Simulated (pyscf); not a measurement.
Single points on ωB97X-D3(BJ)/def2-SVP structures (PySCF, gas phase).

PBE/def2-TZVP puts the barrier of F–CH(F)–C(F)(F)–F (SMILES FC(F)C(F)(F)F) + H• (SMILES [H]) → HF (SMILES F) + F–CH•–C(F)(F)–F (SMILES F[CH]C(F)(F)F) (atom transfer; doublet surface; C–F broken, F–H formed) at 1.00 eV and the reaction energy at -0.76 eV, from the separated reactants. What do r²SCAN/def2-TZVP, B3LYP-D3(BJ)/def2-TZVP, ωB97M-D3(BJ)/def2-TZVP give on the same structures?

r²SCAN: ΔE‡ = 1.08 eV, ΔE = -0.83 eV; B3LYP-D3(BJ): ΔE‡ = 1.17 eV, ΔE = -0.90 eV; ωB97M-D3(BJ): ΔE‡ = 1.52 eV, ΔE = -0.76 eV. PBE's barrier lies under all of them, by 0.08 to 0.52 eV. Its reaction energy matches one of them and lies within 0.14 eV of the others. This is the saddle that the search found; another between the same sides may lie lower. The angle at the transferred F is 177°.
